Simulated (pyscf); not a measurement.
CH₄ + •H₂C–ZnH -> H₃C–CH₂–ZnH + H•, a substitution at C (doublet surface; C–H broken, C–C formed). PySCF, gas phase, ωB97X-D3(BJ)/def2-SVP geometries. Energies in kcal/mol from the separated reactants.

Small-basis levels: PySCF, no dispersion term, spherical d functions. Open shells are spin-unrestricted. 

Task: In single points BP86/6-31G*+LANL2DZ puts the saddle at 48.8 kcal/mol and the reaction energy at +24.2 kcal/mol. Should these be trusted to within a few kcal/mol? Compare with ωB97M-D3(BJ)/def2-TZVP.

Result: ωB97M-D3(BJ)/def2-TZVP gives ΔE‡ = 56.9 kcal/mol and ΔE = +23.2 kcal/mol. BP86/6-31G*+LANL2DZ lies 8.0 kcal/mol under it in the barrier and 1.0 kcal/mol over it in the reaction energy, so on this step it does not hold to within 3.0 kcal/mol. ωB97M-D3(BJ)/def2-TZVP has limits of its own. •H₂C–ZnH lies 25.0 kcal/mol over its isomer [H₃C–Zn]• (electronic energy, ωB97M-D3(BJ)/def2-TZVP). One saddle was located; it need not be the lowest between these sides. The angle at the attacked C is 178°. In the def2 sets elements up to Kr have no core potential.
